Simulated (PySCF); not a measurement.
Potential energy surface of C2H6, singlet: internal rotation, threefold axis kept, other coordinates relaxed. Scanned: torsion (0 = eclipsed). Other coordinates (C-C length, H-C-C angle, H-C-C angle, C-H length, C-H length) were minimised at PBE0/def2-TZVP.

Level of theory: PySCF with CCSD(T) on RHF/cc-pVTZ, 2 core orbitals frozen.

Scanned values (°): 0, 10, 20, 30, 40, 50, 60.

### Question
Describe the profile: where are the wells and the tops?

### Answer
Lower than their neighbours: 60° (0.00 kcal/mol, end of the scan). Higher than their neighbours: 0° (2.80 kcal/mol, end of the scan). The whole profile spans 2.80 kcal/mol.
